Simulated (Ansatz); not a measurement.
Results of r²SCAN (PAW; Ansatz, a quantum-chemistry and plane-wave program) for BiSeBr (Pnma, No. 62; cell taken from a computed entry).

Run with plane-wave cutoff 560 eV, 4×8×4 k mesh (along the axes of the cell as run), Fermi–Dirac smearing 0.01 eV, scalar-relativistic PAW data made under PBE.

Cell (relaxed with PBEsol):

```yaml
crystal:
  lattice:
    - [8.02198, 0.00000, 0.00000]
    - [0.00000, 4.06815, 0.00000]
    - [0.00000, 0.00000, 10.86719]
  atoms:
    - { symbol: Bi, position: [0.86907, 0.25000, 0.13045] }
    - { symbol: Bi, position: [0.13093, 0.75000, 0.86955] }
    - { symbol: Bi, position: [0.63093, 0.75000, 0.63045] }
    - { symbol: Bi, position: [0.36907, 0.25000, 0.36955] }
    - { symbol: Se, position: [0.30919, 0.75000, 0.54477] }
    - { symbol: Se, position: [0.69081, 0.25000, 0.45523] }
    - { symbol: Se, position: [0.19081, 0.25000, 0.04477] }
    - { symbol: Se, position: [0.80919, 0.75000, 0.95523] }
    - { symbol: Br, position: [0.03184, 0.75000, 0.30177] }
    - { symbol: Br, position: [0.96816, 0.25000, 0.69823] }
    - { symbol: Br, position: [0.46816, 0.25000, 0.80177] }
    - { symbol: Br, position: [0.53184, 0.75000, 0.19823] }
```

Estimate the band gap, smallest direct gap on the k points sampled and direct gap at Γ that the calculation returns.


* **band gap**: 1.97 eV
* **smallest direct gap on the k points sampled**: 1.99 eV
* **direct gap at Γ**: 2.14 eV

Measured, for comparison: band gap 1.5 eV (temperature not stated, the source names no phase, not corrected to a static lattice, literature value quoted in the introduction; as tabulated in Shi et al. (2016), doi:10.1103/physrevb.93.104108).

Note: cell and atoms aren't relaxed at this level (largest force component 0.07 eV/Å, pressure 1.6 GPa); this cell isn't known to be the ambient phase, and symmetry holds it in the calculation.

Spin–orbit coupling is not included; with these elements it can move the gap by several tenths of an eV or more.

Static lattice: no zero-point or thermal effects.

It cost around 18 core-minutes (rough) of CPU time.
